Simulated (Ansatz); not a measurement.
`CC(C)[SiH3]` → SiH₄ + propene at 700 K and 1 bar (β-hydride elimination).

Program: Ansatz. Geometries: PBE0-D4/def2-TZVP. ΔE: electronic, gas phase. CBS: MP2 limit from def2 TZ/QZ plus the TZ coupled-cluster correction, frozen cores. This one scheme is used for every species.

```tsv
species	CCSD(T)/CBS energy (Eh)	H − E (kJ/mol)	S (J/(mol·K))
`CC(C)[SiH3]`	-409.25569	393.9	456.6
SiH₄	-291.46306	115.5	252.9
`C=CC`	-117.74610	260.0	340.6
```

H − E and S are ideal-gas, rigid-rotor, harmonic terms from PBE0-D4/def2-TZVP. 1 Eh = 2625.50 kJ/mol, R = 8.31446 J/(mol·K).

Q: By hand: ΔE, ΔH, ΔS and ΔG.

A: ΔE = (-291.46306) + (-117.74610) − (-409.25569) = 0.04653 Eh = 122.2 kJ/mol. Δ(H − E) = 115.5 + 260.0 − 393.9 = -18.4, so ΔH = 103.8 kJ/mol. ΔS = 252.9 + 340.6 − 456.6 = 136.9 J/(mol·K). ΔG = 103.8 − 700 × (136.9)/1000 = 8.0 kJ/mol.

Q: By hand: the equilibrium constant, and the temperature at which ΔG would vanish if ΔH and ΔS stayed fixed.

A: log₁₀ K = −ΔG/(RT ln 10) = -0.6. ΔG = 0 at ΔH/ΔS = 758 K.

The number of gas molecules changes by +1, which sets the sign of ΔS. A doubt of 5 kJ/mol in ΔE shifts log₁₀ K by 0.4 here. These are equilibria of isolated gas molecules and say nothing of rates. Largest T1 diagnostic: 0.011 (customary marks: 0.02 for closed shells, 0.045 for open ones).
